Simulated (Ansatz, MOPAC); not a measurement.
System: BCl2, net charge 0, doublet state. SMILES: Cl[B]Cl

Atoms: B1, Cl2, Cl3. Bonds: B1-Cl2, B1-Cl3.

Bond lengths (Å) and angles (degrees) optimised at PM6 with MOPAC; PM7 with MOPAC; B3LYP/LANL2DZ with Ansatz (a quantum-chemistry and plane-wave program); MP2/6-31G* with Ansatz, each started from the B3LYP-D3(BJ)/def2-TZVP structure (Ansatz) of the last column. A row stands for all coordinates that are equal there. 6-31G* holds six Cartesian d functions. No wavenumbers were computed at B3LYP/LANL2DZ, MP2/6-31G*, so these may be saddle points.

```tsv
coordinate	PM6	PM7	B3LYP/LANL2DZ	MP2/6-31G*	B3LYP-D3(BJ)/def2-TZVP
B1-Cl2	1.692	1.626	1.793	1.723	1.727
Cl2-B1-Cl3	140.2	180.0	125.3	125.3	125.7
```

Mean signed difference of all 2 bond lengths from B3LYP-D3(BJ)/def2-TZVP: PM6 -0.035 Å, PM7 -0.101 Å, B3LYP/LANL2DZ 0.066 Å, MP2/6-31G* -0.005 Å.
